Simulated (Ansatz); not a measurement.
Born–Oppenheimer molecular dynamics of AlFH2O (5 atoms, charge 0, multiplicity 1). It starts at the highest image of a converged band. Of that band: Neighbouring images differ by up to 1.3 eV, so the band resolves the path poorly. A vibrational analysis at the climbing image gives one clearly imaginary mode, 1421i cm⁻¹: a first-order saddle point.

All numbers below come from RKS B3LYP-D4/def2-SVP in Ansatz.

```yaml
ensemble: NVE (velocity Verlet)
time_step: 0.5 fs
steps_asked: 200
starting_velocities_drawn_for: 300 K
seed: 2297
```

First frame:

```xyz
5
Properties=species:S:1:pos:R:3
Al 0.201 0.202 -0.405
O 0.787 0.044 1.319
H 0.667 -0.488 2.131
H 1.712 -0.156 0.336
F -1.453 0.117 -0.628
```

(1) How far do the bonds stretch over the last three quarters of this one trajectory? (Pairs bonded in most of those frames.)

Answers

(1) 
| bond | mean (Å) | spread (Å) | shortest | longest |
| --- | --- | --- | --- | --- |
| Al1–F5 | 1.709 | 0.055 | 1.63 | 1.79 |
| O2–H3 | 0.985 | 0.045 | 0.90 | 1.07 |
| O2–H4 | 1.001 | 0.086 | 0.86 | 1.14 |

Mean temperature of the second half: 2221 K. The conserved energy stayed within 2.3 meV per atom of its start (net change -0.46 meV per atom), so the integration is sound. The kinetic energy rose, since the run started high on the potential surface and went downhill. It ends in pieces (AlF + H2O), so much of that is their flight and rotation, not heat. A run of 0.1 ps of so small a system gives no equilibrium averages. The orbitals stay closed-shell, which can raise the energy where a bond breaks towards radicals; this wasn't checked here.

Run time: 5.8 min on 1 thread of Arm Neoverse N1, with other jobs on the host, peak memory 0.099 GiB.
